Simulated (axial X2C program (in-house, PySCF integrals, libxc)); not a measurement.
**Linear HAlH⁺ at several levels**

The task here is to estimate one member of a computed series from the others.

Program: an in-house X2C program for linear molecules on PySCF integrals. Level of theory: all-electron X2C, two-component (2c) or spin-free, H dyall-v3z, Al dyall-v3z. These are calculated values, not measurements.

All values are calculated.

1 further run of the same task is left out (set aside as unsound or not needed).

The first run:

task.json reads:

```json
{"zs": [1, 13, 1], "q": 1, "bas": ["dyall-v3z", "dyall-v3z", "dyall-v3z"], "r0": [1.58, 1.58], "symm": 1, "scan": ["PBE0", "HF", "r2SCAN"], "levels": ["PBE0", "HF", "LDA"], "nst": 2}
```

Keys: zs atomic numbers; q charge; bas basis sets; r0 starting distance in Å; symm equal bonds; scan levels of the two-bond scan (MP2 follows by itself at each HF point); levels methods; nst determinants followed.

Command:

```
$ python solin.py task.json out
```

Masses H 1.008, Al 26.982, H 1.008 u.

Among the steps run: Scan at PBE0, 2c; Scan at HF, 2c; Scan at r2SCAN, 2c.

One of the session's tables, all rows but one given; the rest of the session is left out.

| level | r(H–Al) (Å) | r(Al–H) (Å) | lower stretch (cm⁻¹) | upper stretch (cm⁻¹) |
| --- | --- | --- | --- | --- |
| PBE0, 2c | 1.554 | 1.554 | 2016.9 | 2115.5 |
| HF, 2c | ? | ? | ? | ? |
| r2SCAN, 2c | 1.553 | 1.553 | 2016.1 | 2118.1 |
| MP2, 2c | 1.543 | 1.543 | 2083.8 | 2176.2 |
| PBE0, spin-free | 1.554 | 1.554 | 2017.1 | 2115.7 |
| HF, spin-free | 1.540 | 1.540 | 2123.8 | 2210.8 |
| r2SCAN, spin-free | 1.553 | 1.553 | 2016.3 | 2118.2 |
| MP2, spin-free | 1.543 | 1.543 | 2084.0 | 2176.3 |

Q: Estimate the row for HF, 2c from the others.

The run gave: r(H–Al) (Å): 1.540; r(Al–H) (Å): 1.540; lower stretch (cm⁻¹): 2123.7; upper stretch (cm⁻¹): 2210.7.

Scans not shown above were run alike.

MP2 freezes inner shells (threshold -2 hartree). The molecule was held linear; bending was not examined, so a bent shape may lie lower.
